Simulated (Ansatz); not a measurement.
**CCSD(T) against full CI for several species**

Each species is computed at the geometry given (Å), with frozen cores, in Ansatz 0.2.0: RHF-CCSD(T) for singlets, UHF-CCSD(T) otherwise, and full CI in the same basis. The program picks the determinant by trial CCSD, so it needn't be the lowest Hartree–Fock solution. States: BH3 A'', HAlC Σ⁻ or Δ, HNC Σ⁺ or Δ. Cases whose determinant has another symmetry than full CI's state, or whose (Q) step broke down, weren't drawn.

**Question.** Judging by size, spin and bonding, rank them by the size of CCSD(T)'s error in total energy against full CI in the same basis, smallest first (an estimate).
A. HAlC, triplet, 6-31G: Al 0.000 0.000 -0.003; C 0.000 0.000 -1.919; H 0.000 0.000 1.923
B. HNC, singlet, 6-31G: N 0.000 0.000 0.055; C 0.000 0.000 -1.108; H 0.000 0.000 1.052
C. BH₃, triplet, cc-pVDZ: B -0.170 0.000 0.132; H 0.462 0.800 -1.472; H 0.904 0.000 1.526; H 0.462 -0.800 -1.472

**Answer.** B (28.9 meV), C (66.4 meV), A (102.6 meV).

| species | basis | correlated electrons | CCSD(T) − full CI (meV) | CCSDT(Q) − full CI (meV) | unpaired electrons (full CI) | T1 | ⟨S²⟩ of the determinant |
| --- | --- | --- | --- | --- | --- | --- | --- |
| HNC, singlet | 6-31G | 10 | 28.9 | -0.1 | 0.08 | 0.020 | 0.00 |
| BH3, triplet | cc-pVDZ | 6 | 66.4 | -1.0 | 2.13 | 0.065 | 2.13 |
| HAlC, triplet | 6-31G | 8 | 102.6* | -10.3 | 2.23 | 0.112 | 2.65 |

Unpaired electrons are Σ n²(2−n)² over natural occupations; an open shell counts its own unpaired electrons too. Frozen cores follow each run's orbitals, which moves totals by a few meV. An asterisk marks runs whose energy the program itself flagged as in doubt.
